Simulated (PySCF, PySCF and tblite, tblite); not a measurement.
# C₆H₅F: telling isomers apart by computed NMR, part 2 of 3

PySCF and tblite. Atoms count from 0. Earlier steps stand in the parts before.

## 9. Boltzmann average, isomer B: properties at KT3/pcSseg-1 in chloroform

Job settings and geometry (Å):

```
{"job": {"study": "conf", "smiles": "FC=C1C=CC=C1", "search": {"seed": 8287, "n_embed": 45, "ff_keep": 10, "window": 2.5, "nmax": 5, "temps": [250, 298.15, 350], "t_ref": 298.15, "order": 0.001}, "level": {"nmr": {"xc": "KT3", "basis": "pcSseg-1", "solvent": "chloroform"}, "sp": {"xc": "B3LYP", "basis": "def2-TZVP", "solvent": "chloroform"}}, "kind": "conf"}, "charge": 0, "multiplicity": 1}
F      2.713417     1.114273    -0.025925
C      1.986320    -0.004652    -0.012661
C      0.651704     0.003566    -0.006042
C     -0.202826    -1.180767     0.008798
C     -1.480966    -0.764680     0.012344
C     -1.508054     0.690693    -0.000308
C     -0.246564     1.154691    -0.011118
H      2.603703    -0.893060    -0.007578
H      0.167885    -2.187533     0.015794
H     -2.361718    -1.380474     0.022787
H     -2.410939     1.273614    -0.000773
H      0.089237     2.173642    -0.021344
```

Log:

```text
conformer  sym    E(xTB)   E(DFT)   G(298.15 K)  weight  dipole/D
    1     Cs      0.000    0.000    0.000   1.0000    1.257

mean shielding (ppm) by class
class atoms           250 K   298.15 K      350 K
  0 F  0            243.924    243.924    243.924
  1 C  1             28.869     28.869     28.869
  2 C  2             58.467     58.467     58.467
  3 C  3             69.023     69.023     69.023
  4 C  4             59.197     59.197     59.197
  5 C  5             58.763     58.763     58.763
  6 C  6             74.193     74.193     74.193
  7 H  7             24.099     24.099     24.099
  8 H  8             25.499     25.499     25.499
  9 H  9             25.264     25.264     25.264
 10 H  10            25.161     25.161     25.161
 11 H  11            25.067     25.067     25.067
```

It took 36 s on 1 thread of Intel Xeon Platinum 8259CL at 2.50GHz, shared host. This counts the runs that the step sums up.

The search (ETKDG and KDG, MMFF94s, GFN2-xTB) embedded 45 structures, kept 1 distinct ones after the force field and 1 after xTB; 1 was carried on (window 2.5 kcal/mol at the search's own energies). Energies: B3LYP/def2-TZVP in chloroform with D3(BJ).

The conformers at 298 K:

```
no.  group  mirror pair  ΔE xTB  ΔE DFT    ΔG  weight (%)  μ (D)     A, B, C (GHz)
  1     Cs           no    0.00    0.00  0.00       100.0   1.26  7.57, 1.93, 1.54
```

Energies in kcal/mol. ΔG holds xTB vibrations and rotation, symmetry numbers and mirror pairs.

Shifts against references run at the same level ($^{1}$H TMS 31.75, $^{13}$C TMS 185.3 ppm of shielding), by class of atoms, at 298 K:

```
atoms                      environment    average
   C1                        alkene CH      156.4
   C2  fully substituted alkene carbon      126.8
   C5                        alkene CH      126.5
   C4                        alkene CH      126.1
   C3                        alkene CH      116.3
   C6                        alkene CH      111.1
   H7         hydrogen on an alkene CH       7.65
  H11         hydrogen on an alkene CH       6.68
  H10         hydrogen on an alkene CH       6.58
   H9         hydrogen on an alkene CH       6.48
   H8         hydrogen on an alkene CH       6.25
   F0                 vinylic fluorine  243.9 (σ)
```

Effective distances for nuclear Overhauser effects, ⟨r⁻⁶⟩^(−1/6) over all pairs of two classes (Å): H9···H10 2.65; H8···H9 2.66; H10···H11 2.66; H7···H8 2.76; H7···H11 3.97.

## 10. GFN2-xTB relaxation, isomer C, conformer 1

Job settings and geometry (Å):

```
{"job": {"xc": "GFN2-xTB", "basis": "xTB", "kind": "relax"}, "charge": 0, "multiplicity": 1}
C      1.997900    -0.053100    -0.006300
C      0.649400    -0.026100    -0.014500
C     -0.211200    -1.182700    -0.148600
C     -1.483700    -0.709000    -0.103400
C     -1.468700     0.724500     0.096000
C     -0.198200     1.128200     0.138900
F      0.241900     2.387800     0.298100
H      2.566900     0.870200     0.116100
H      2.548500    -0.978300    -0.121100
H      0.088500    -2.203400    -0.277300
H     -2.386500    -1.308400    -0.172900
H     -2.343600     1.349900     0.168800
```

Log:

```text
step      E/eV     max force
  0    -545.68911    2.249
  1    -545.72929    1.360
  2    -545.74747    0.204
  3    -545.75069    0.171
  4    -545.75487    0.148
  5    -545.75649    0.120
  6    -545.75715    0.064
  7    -545.75760    0.063
  8    -545.75797    0.048
  9    -545.75810    0.042
 10    -545.75816    0.026
 11    -545.75816    0.026
 12    -545.75819    0.022
 13    -545.75826    0.021
 14    -545.75831    0.024
 15    -545.75835    0.017
 16    -545.75841    0.020
 17    -545.75846    0.019
 18    -545.75850    0.018
 19    -545.75852    0.016
 20    -545.75855    0.016
 21    -545.75859    0.020
 22    -545.75862    0.014
 23    -545.75863    0.009
 24    -545.75863    0.006
 25    -545.75864    0.009
 26    -545.75864    0.007
 27    -545.75865    0.005
 28    -545.75865    0.003
```

Run time: 0.18 s. Hardware: 1 thread of Intel Xeon Platinum 8259CL at 2.50GHz, shared host.

The energy fell by 0.070 eV, and the atoms moved 0.02 Å (root mean square).

## 11. Shieldings, isomer C, conformer 1: KT3/pcSseg-1 in chloroform

Job settings and geometry (Å):

```
{"job": {"xc": "KT3", "basis": "pcSseg-1", "solvent": "chloroform", "kind": "nmr", "pop": false}, "charge": 0, "multiplicity": 1}
C      2.011322    -0.043534    -0.004359
C      0.677766    -0.046698    -0.007445
C     -0.236221    -1.177501    -0.152230
C     -1.497640    -0.716612    -0.094914
C     -1.488814     0.729217     0.088032
C     -0.205360     1.115325     0.138730
F      0.269584     2.358861     0.296855
H      2.568114     0.871876     0.112625
H      2.577306    -0.952902    -0.118234
H      0.088725    -2.191842    -0.281137
H     -2.400946    -1.294111    -0.168946
H     -2.362639     1.347236     0.164997
```

Log:

```text
coarse grid: 10704 points
cycle   1  E = -336.2744438053  dE =  1.034e+00  |g| = 6.550e-01  |ddm| = 3.466e+00
cycle   2  E = -336.1566960438  dE =  1.177e-01  |g| = 1.004e+00  |ddm| = 1.598e+00
cycle   3  E = -336.3522978351  dE = -1.956e-01  |g| = 1.921e-01  |ddm| = 1.059e+00
cycle   4  E = -336.3621407676  dE = -9.843e-03  |g| = 5.628e-02  |ddm| = 2.355e-01
cycle   5  E = -336.3627582106  dE = -6.174e-04  |g| = 2.962e-02  |ddm| = 7.600e-02
cycle   6  E = -336.3629484407  dE = -1.902e-04  |g| = 5.808e-03  |ddm| = 3.079e-02
cycle   7  E = -336.3629522899  dE = -3.849e-06  |g| = 4.172e-03  |ddm| = 8.431e-03
cycle   8  E = -336.3629573900  dE = -5.100e-06  |g| = 5.121e-04  |ddm| = 4.119e-03
final grid: 105712 points
cycle   9  E = -336.3976669328  dE = -1.548e-04  |g| = 2.501e-02  |ddm| = 9.823e-02
cycle  10  E = -336.3973813693  dE =  2.856e-04  |g| = 4.818e-02  |ddm| = 6.678e-02
cycle  11  E = -336.3977525452  dE = -3.712e-04  |g| = 5.165e-03  |ddm| = 4.824e-02
cycle  12  E = -336.3977603029  dE = -7.758e-06  |g| = 7.228e-04  |ddm| = 4.739e-03
cycle  13  E = -336.3977603873  dE = -8.432e-08  |g| = 4.031e-04  |ddm| = 9.963e-04
cycle  14  E = -336.3977604295  dE = -4.219e-08  |g| = 1.219e-04  |ddm| = 4.354e-04
cycle  15  E = -336.3977604333  dE = -3.801e-09  |g| = 3.438e-05  |ddm| = 1.551e-04
cycle  16  E = -336.3977604336  dE = -3.181e-10  |g| = 7.514e-06  |ddm| = 4.127e-05
converged SCF energy = -336.3977604336

GIAO shielding tensors (ppm)
atom      isotropic    diamagn.    paramagn.     s11        s22        s33       span
  0 C       63.225     250.122    -186.898    -23.068     42.017    170.725    193.793
  1 C       45.729     260.536    -214.807    -48.068     43.413    141.842    189.910
  2 C       75.825     248.079    -172.254    -11.138     93.950    144.663    155.801
  3 C       59.401     251.631    -192.230    -34.810     61.517    151.496    186.305
  4 C       81.153     254.509    -173.355     13.788     82.960    146.712    132.924
  5 C       27.887     249.482    -221.595    -42.906     60.711     65.857    108.763
  6 F      308.735     475.205    -166.469    198.389    296.746    431.072    232.683
  7 H       25.359      29.591      -4.232     23.271     23.983     28.824      5.553
  8 H       25.595      29.563      -3.968     23.642     24.552     28.591      4.949
  9 H       26.127      32.738      -6.611     24.831     25.566     27.985      3.154
 10 H       25.400      31.317      -5.916     24.502     24.658     27.041      2.539
 11 H       26.001      31.234      -5.233     24.642     24.995     28.368      3.726
```

It took 14 s on 1 thread of Intel Xeon Platinum 8259CL at 2.50GHz, shared host.

This run: HOMO -5.26 eV, LUMO -2.87 eV; dipole 1.48 D.

## 12. Single-point energy, isomer C, conformer 1: B3LYP/def2-TZVP in chloroform

Changed since step 11:

```diff
@@ -1,2 +1,2 @@
-{"job": {"xc": "KT3", "basis": "pcSseg-1", "solvent": "chloroform", "kind": "nmr", "pop": false}, "charge": 0, "multiplicity": 1}
+{"job": {"xc": "B3LYP", "basis": "def2-TZVP", "solvent": "chloroform", "kind": "sp"}, "charge": 0, "multiplicity": 1}
 C      2.011322    -0.043534    -0.004359
```

Log:

```text
coarse grid: 10704 points
cycle   1  E = -331.5025970793  dE =  1.164e+00  |g| = 5.643e-01  |ddm| = 3.262e+00
cycle   2  E = -331.4559846861  dE =  4.661e-02  |g| = 7.542e-01  |ddm| = 1.488e+00
cycle   3  E = -331.5649263919  dE = -1.089e-01  |g| = 1.063e-01  |ddm| = 8.336e-01
cycle   4  E = -331.5673672688  dE = -2.441e-03  |g| = 4.314e-02  |ddm| = 1.292e-01
cycle   5  E = -331.5677798917  dE = -4.126e-04  |g| = 1.542e-02  |ddm| = 5.041e-02
cycle   6  E = -331.5678264101  dE = -4.652e-05  |g| = 4.161e-03  |ddm| = 1.593e-02
cycle   7  E = -331.5678301633  dE = -3.753e-06  |g| = 1.188e-03  |ddm| = 3.681e-03
final grid: 105712 points
cycle   8  E = -331.5611665461  dE = -6.594e-05  |g| = 5.765e-03  |ddm| = 1.149e-01
cycle   9  E = -331.5611609107  dE =  5.635e-06  |g| = 7.828e-03  |ddm| = 1.106e-02
cycle  10  E = -331.5611735912  dE = -1.268e-05  |g| = 1.456e-03  |ddm| = 7.075e-03
cycle  11  E = -331.5611739856  dE = -3.944e-07  |g| = 3.313e-04  |ddm| = 1.553e-03
cycle  12  E = -331.5611740073  dE = -2.167e-08  |g| = 1.841e-04  |ddm| = 3.368e-04
cycle  13  E = -331.5611740156  dE = -8.297e-09  |g| = 2.465e-05  |ddm| = 1.829e-04
cycle  14  E = -331.5611740157  dE = -9.538e-11  |g| = 1.368e-05  |ddm| = 2.826e-05
converged SCF energy = -331.5611740157
```

Run time: 23 s. Hardware: 1 thread of Intel Xeon Platinum 8259CL at 2.50GHz, shared host.

Key values: HOMO -6.09 eV, LUMO -2.23 eV; dipole 1.56 D.

## 13. Boltzmann average, isomer C: properties at KT3/pcSseg-1 in chloroform

Job settings and geometry (Å):

```
{"job": {"study": "conf", "smiles": "C=C1C=CC=C1F", "search": {"seed": 8287, "n_embed": 45, "ff_keep": 10, "window": 2.5, "nmax": 5, "temps": [250, 298.15, 350], "t_ref": 298.15, "order": 0.001}, "level": {"nmr": {"xc": "KT3", "basis": "pcSseg-1", "solvent": "chloroform"}, "sp": {"xc": "B3LYP", "basis": "def2-TZVP", "solvent": "chloroform"}}, "kind": "conf"}, "charge": 0, "multiplicity": 1}
C      2.011322    -0.043534    -0.004359
C      0.677766    -0.046698    -0.007445
C     -0.236221    -1.177501    -0.152230
C     -1.497640    -0.716612    -0.094914
C     -1.488814     0.729217     0.088032
C     -0.205360     1.115325     0.138730
F      0.269584     2.358861     0.296855
H      2.568114     0.871876     0.112625
H      2.577306    -0.952902    -0.118234
H      0.088725    -2.191842    -0.281137
H     -2.400946    -1.294111    -0.168946
H     -2.362639     1.347236     0.164997
```

Log:

```text
conformer  sym    E(xTB)   E(DFT)   G(298.15 K)  weight  dipole/D
    1     Cs      0.000    0.000    0.000   1.0000    1.562

mean shielding (ppm) by class
class atoms           250 K   298.15 K      350 K
  0 C  0             63.225     63.225     63.225
  1 C  1             45.729     45.729     45.729
  2 C  2             75.825     75.825     75.825
  3 C  3             59.401     59.401     59.401
  4 C  4             81.153     81.153     81.153
  5 C  5             27.887     27.887     27.887
  6 F  6            308.735    308.735    308.735
  7 H  7             25.359     25.359     25.359
  8 H  8             25.595     25.595     25.595
  9 H  9             26.127     26.127     26.127
 10 H  10              25.4       25.4       25.4
 11 H  11            26.002     26.002     26.002
```

It took 38 s on 1 thread of Intel Xeon Platinum 8259CL at 2.50GHz, shared host. This counts the runs that the step sums up.

The search (ETKDG and KDG, MMFF94s, GFN2-xTB) embedded 45 structures, kept 1 distinct ones after the force field and 1 after xTB; 1 was carried on (window 2.5 kcal/mol at the search's own energies). Energies: B3LYP/def2-TZVP in chloroform with D3(BJ).

The conformers at 298 K:

```csv
no.,group,mirror pair,ΔE xTB,ΔE DFT,ΔG,weight (%),μ (D),"A, B, C (GHz)"
1,Cs,no,0.00,0.00,0.00,100.0,1.56,"3.99, 3.31, 1.81"
```

Energies in kcal/mol. ΔG holds xTB vibrations and rotation, symmetry numbers and mirror pairs.

Shifts against references run at the same level ($^{1}$H TMS 31.75, $^{13}$C TMS 185.3 ppm of shielding), by class of atoms, at 298 K:

| atoms | environment | average |
| --- | --- | --- |
| C5 | fully substituted alkene carbon | 157.4 |
| C1 | fully substituted alkene carbon | 139.6 |
| C3 | alkene CH | 125.9 |
| C0 | terminal =CH2 carbon | 122.1 |
| C2 | alkene CH | 109.5 |
| C4 | alkene CH | 104.1 |
| H7 | hydrogen on a terminal =CH2 carbon | 6.39 |
| H10 | hydrogen on an alkene CH | 6.35 |
| H8 | hydrogen on a terminal =CH2 carbon | 6.15 |
| H11 | hydrogen on an alkene CH | 5.74 |
| H9 | hydrogen on an alkene CH | 5.62 |
| F6 | vinylic fluorine | 308.7 (σ) |

Effective distances for nuclear Overhauser effects, ⟨r⁻⁶⟩^(−1/6) over all pairs of two classes (Å): H7···H8 1.84; H9···H10 2.65; H10···H11 2.66; H8···H9 2.78; H7···H9 3.96.

## 14. GFN2-xTB relaxation, isomer D, conformer 1

Job settings and geometry (Å):

```
{"job": {"xc": "GFN2-xTB", "basis": "xTB", "kind": "relax"}, "charge": 0, "multiplicity": 1}
F      2.683300    -0.370900    -0.012700
C      1.342700    -0.181000    -0.016600
C      0.513700    -1.294800    -0.029600
C     -0.877900    -1.094100    -0.036300
C     -1.403100     0.190800     0.010900
C     -0.552200     1.296200     0.026900
C      0.835100     1.109700     0.020600
H      0.934700    -2.285000    -0.052800
H     -1.539300    -1.962700    -0.046800
H     -2.483500     0.339500     0.012000
H     -0.960900     2.301200     0.052200
H      1.508500     1.950500     0.046000
```

Log:

```text
step      E/eV     max force
  0    -547.19542    0.908
  1    -547.21222    0.350
  2    -547.22108    0.232
  3    -547.22635    0.079
  4    -547.22657    0.036
  5    -547.22657    0.036
  6    -547.22664    0.026
  7    -547.22672    0.021
  8    -547.22676    0.017
  9    -547.22680    0.012
 10    -547.22681    0.008
 11    -547.22682    0.008
 12    -547.22682    0.007
 13    -547.22683    0.006
 14    -547.22683    0.004
 15    -547.22684    0.004
```

Run time: 0.1 s. Hardware: 1 thread of Intel Xeon Platinum 8259CL at 2.50GHz, shared host.

The energy fell by 0.031 eV, and the atoms moved 0.02 Å (root mean square).

## 15. Shieldings, isomer D, conformer 1: KT3/pcSseg-1 in chloroform

Job settings and geometry (Å):

```
{"job": {"xc": "KT3", "basis": "pcSseg-1", "solvent": "chloroform", "kind": "nmr", "pop": false}, "charge": 0, "multiplicity": 1}
F      2.664784    -0.362808    -0.014145
C      1.326489    -0.180697    -0.008172
C      0.500291    -1.289143    -0.033265
C     -0.869824    -1.093077    -0.026904
C     -1.391849     0.189523     0.004129
C     -0.545575     1.285749     0.028940
C      0.827022     1.108254     0.022438
H      0.930252    -2.278061    -0.056634
H     -1.530869    -1.946317    -0.046469
H     -2.461412     0.335148     0.009698
H     -0.954081     2.284657     0.053011
H      1.505972     1.946086     0.041347
```

Log:

```text
coarse grid: 10704 points
cycle   1  E = -336.3373112530  dE =  1.027e+00  |g| = 6.575e-01  |ddm| = 3.463e+00
cycle   2  E = -336.2290190576  dE =  1.083e-01  |g| = 1.013e+00  |ddm| = 1.496e+00
cycle   3  E = -336.4171540543  dE = -1.881e-01  |g| = 1.610e-01  |ddm| = 9.774e-01
cycle   4  E = -336.4236762166  dE = -6.522e-03  |g| = 4.203e-02  |ddm| = 1.840e-01
cycle   5  E = -336.4241036481  dE = -4.274e-04  |g| = 1.769e-02  |ddm| = 5.224e-02
cycle   6  E = -336.4241818385  dE = -7.819e-05  |g| = 3.633e-03  |ddm| = 1.936e-02
cycle   7  E = -336.4241846789  dE = -2.840e-06  |g| = 1.301e-03  |ddm| = 4.532e-03
final grid: 105712 points
cycle   8  E = -336.4582826502  dE = -1.590e-04  |g| = 2.311e-02  |ddm| = 1.123e-01
cycle   9  E = -336.4580873511  dE =  1.953e-04  |g| = 4.231e-02  |ddm| = 5.475e-02
cycle  10  E = -336.4583592998  dE = -2.719e-04  |g| = 1.416e-03  |ddm| = 3.815e-02
cycle  11  E = -336.4583596880  dE = -3.882e-07  |g| = 6.058e-04  |ddm| = 1.586e-03
cycle  12  E = -336.4583597750  dE = -8.703e-08  |g| = 2.102e-04  |ddm| = 7.162e-04
cycle  13  E = -336.4583597866  dE = -1.155e-08  |g| = 5.555e-05  |ddm| = 2.332e-04
cycle  14  E = -336.4583597874  dE = -7.731e-10  |g| = 1.674e-05  |ddm| = 6.105e-05
converged SCF energy = -336.4583597874

GIAO shielding tensors (ppm)
atom      isotropic    diamagn.    paramagn.     s11        s22        s33       span
  0 F      274.043     477.822    -203.779    200.676    293.394    328.059    127.383
  1 C       23.250     252.273    -229.023    -50.064     37.081     82.733    132.797
  2 C       74.536     254.560    -180.024     -3.243     61.660    165.192    168.434
  3 C       60.782     252.874    -192.092    -36.923     47.989    171.279    208.201
  4 C       66.689     252.246    -185.557    -31.669     55.260    176.476    208.145
  5 C       60.794     252.880    -192.086    -36.911     48.003    171.289    208.200
  6 C       74.528     254.550    -180.022     -3.263     61.658    165.188    168.451
  7 H       24.567      30.489      -5.923     21.189     25.209     27.302      6.113
  8 H       24.246      30.913      -6.666     20.948     25.069     26.723      5.775
  9 H       24.522      31.110      -6.588     21.380     25.379     26.806      5.426
 10 H       24.248      30.916      -6.668     20.949     25.069     26.724      5.775
 11 H       24.567      30.491      -5.925     21.189     25.208     27.304      6.115
```

It took 14 s on 1 thread of Intel Xeon Platinum 8259CL at 2.50GHz, shared host.

In short: HOMO -6.19 eV, LUMO -1.26 eV; dipole 1.67 D.

## 16. Single-point energy, isomer D, conformer 1: B3LYP/def2-TZVP in chloroform

Changed since step 15:

```diff
@@ -1,2 +1,2 @@
-{"job": {"xc": "KT3", "basis": "pcSseg-1", "solvent": "chloroform", "kind": "nmr", "pop": false}, "charge": 0, "multiplicity": 1}
+{"job": {"xc": "B3LYP", "basis": "def2-TZVP", "solvent": "chloroform", "kind": "sp"}, "charge": 0, "multiplicity": 1}
 F      2.664784    -0.362808    -0.014145
```

Log:

```text
coarse grid: 10704 points
cycle   1  E = -331.5657330311  dE =  1.164e+00  |g| = 5.636e-01  |ddm| = 5.284e+00
cycle   2  E = -331.5218823906  dE =  4.385e-02  |g| = 7.571e-01  |ddm| = 2.266e+00
cycle   3  E = -331.6267760141  dE = -1.049e-01  |g| = 9.796e-02  |ddm| = 1.358e+00
cycle   4  E = -331.6286840205  dE = -1.908e-03  |g| = 4.281e-02  |ddm| = 1.117e-01
cycle   5  E = -331.6291451263  dE = -4.611e-04  |g| = 8.394e-03  |ddm| = 3.417e-02
cycle   6  E = -331.6291589474  dE = -1.382e-05  |g| = 3.479e-03  |ddm| = 7.320e-03
cycle   7  E = -331.6291618152  dE = -2.868e-06  |g| = 4.240e-04  |ddm| = 3.521e-03
final grid: 105712 points
cycle   8  E = -331.6224438827  dE = -6.399e-05  |g| = 6.336e-03  |ddm| = 8.599e-02
cycle   9  E = -331.6224372940  dE =  6.589e-06  |g| = 8.675e-03  |ddm| = 1.381e-02
cycle  10  E = -331.6224523279  dE = -1.503e-05  |g| = 1.172e-03  |ddm| = 1.254e-02
cycle  11  E = -331.6224525284  dE = -2.005e-07  |g| = 2.694e-04  |ddm| = 3.164e-03
cycle  12  E = -331.6224525436  dE = -1.527e-08  |g| = 4.225e-05  |ddm| = 4.447e-04
cycle  13  E = -331.6224525440  dE = -3.246e-10  |g| = 1.714e-05  |ddm| = 5.086e-05
converged SCF energy = -331.6224525440
```

It took 18 s on 1 thread of Intel Xeon Platinum 8259CL at 2.50GHz, shared host.

In short: HOMO -6.98 eV, LUMO -0.62 eV; dipole 1.86 D.

## 17. Boltzmann average, isomer D: properties at KT3/pcSseg-1 in chloroform

Job settings and geometry (Å):

```
{"job": {"study": "conf", "smiles": "Fc1ccccc1", "search": {"seed": 8287, "n_embed": 45, "ff_keep": 10, "window": 2.5, "nmax": 5, "temps": [250, 298.15, 350], "t_ref": 298.15, "order": 0.001}, "level": {"nmr": {"xc": "KT3", "basis": "pcSseg-1", "solvent": "chloroform"}, "sp": {"xc": "B3LYP", "basis": "def2-TZVP", "solvent": "chloroform"}}, "kind": "conf"}, "charge": 0, "multiplicity": 1}
F      2.664784    -0.362808    -0.014145
C      1.326489    -0.180697    -0.008172
C      0.500291    -1.289143    -0.033265
C     -0.869824    -1.093077    -0.026904
C     -1.391849     0.189523     0.004129
C     -0.545575     1.285749     0.028940
C      0.827022     1.108254     0.022438
H      0.930252    -2.278061    -0.056634
H     -1.530869    -1.946317    -0.046469
H     -2.461412     0.335148     0.009698
H     -0.954081     2.284657     0.053011
H      1.505972     1.946086     0.041347
```

Log:

```text
conformer  sym    E(xTB)   E(DFT)   G(298.15 K)  weight  dipole/D
    1     C2v     0.000    0.000    0.000   1.0000    1.856

mean shielding (ppm) by class
class atoms           250 K   298.15 K      350 K
  0 F  0            274.043    274.043    274.043
  1 C  1              23.25      23.25      23.25
  2 C  2,6           74.532     74.532     74.532
  3 C  3,5           60.788     60.788     60.788
  4 C  4             66.689     66.689     66.689
  5 H  7,11          24.567     24.567     24.567
  6 H  8,10          24.247     24.247     24.247
  7 H  9             24.521     24.521     24.521
```

Run time: 33 s. Hardware: 1 thread of Intel Xeon Platinum 8259CL at 2.50GHz, shared host. This counts the runs that the step sums up.

The search (ETKDG and KDG, MMFF94s, GFN2-xTB) embedded 45 structures, kept 1 distinct ones after the force field and 1 after xTB; 1 was carried on (window 2.5 kcal/mol at the search's own energies). Energies: B3LYP/def2-TZVP in chloroform with D3(BJ).

The conformers at 298 K:

| no. | group | mirror pair | ΔE xTB | ΔE DFT | ΔG | weight (%) | μ (D) | A, B, C (GHz) |
| --- | --- | --- | --- | --- | --- | --- | --- | --- |
| 1 | C2v | no | 0.00 | 0.00 | 0.00 | 100.0 | 1.86 | 5.74, 2.59, 1.78 |

Energies in kcal/mol. ΔG holds xTB vibrations and rotation, symmetry numbers and mirror pairs.

Shifts against references run at the same level ($^{1}$H TMS 31.75, $^{13}$C TMS 185.3 ppm of shielding), by class of atoms, at 298 K:

```
  atoms                       environment    average
     C1  aromatic carbon bearing fluorine      162.1
 C3, C5                       aromatic CH      124.5
     C4                       aromatic CH      118.6
 C2, C6                       aromatic CH      110.8
H8, H10        hydrogen on an aromatic CH       7.50
     H9        hydrogen on an aromatic CH       7.22
H7, H11        hydrogen on an aromatic CH       7.18
     F0                     aryl fluorine  274.0 (σ)
```

Effective distances for nuclear Overhauser effects, ⟨r⁻⁶⟩^(−1/6) over all pairs of two classes (Å): H8···H9 2.46; H7···H8 2.78.

[end of part 2 of 3]
